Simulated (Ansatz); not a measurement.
Reaction: C3H3 (SMILES C1=C[CH]1, doublet) → C3H3 (SMILES C1=[C]C1, doublet)
Each species at its own B3LYP-D3(BJ)/def2-TZVP minimum (Ansatz, a first-principles code).

Quantity: isomerisation energy (electronic), in kcal/mol. Radicals and triplets start from unrestricted determinants; spin-orbit coupling is neglected. CBS(X,Y): correlation extrapolated as X^-3, Hartree-Fock from the larger set. A bracket is a step between two methods taken in the basis named. Functionals run without relativity, which enters their misses. Double hybrids freeze cores in their MP2 part. '+ core + X2C': CCSD(T) terms for core correlation (cc-pwCVTZ) and scalar relativity (cc-pVTZ-DK). The UHF reference of C3H3 ([C]1=CC1, doublet) is spin-contaminated (<S^2> up to 0.14 over the pure value in the sets run).

CCSD(T)/CBS(aug-cc-pVTZ,aug-cc-pVQZ) + [CCSDT(Q) - CCSD(T)]/aug-cc-pVDZ + core + X2C (Ansatz) gives 8.6 kcal/mol.

Task: How far off this value is PBE/def2-TZVPD (Ansatz), in which direction, and how far these levels: PBE0/def2-TZVPD, wB97M-V/def2-TZVPD, B2PLYP/def2-TZVPD, CCSD(T)/CBS(cc-pVTZ,cc-pVQZ) + core + X2C?

Result: PBE gives 9.6 kcal/mol, 1.0 kcal/mol above it. Differences of the others: PBE0/def2-TZVPD (Ansatz) 2.6; wB97M-V/def2-TZVPD (Ansatz) 1.5; B2PLYP/def2-TZVPD (Ansatz) 0.9; CCSD(T)/CBS(cc-pVTZ,cc-pVQZ) + core + X2C (Ansatz) 0.3 kcal/mol.
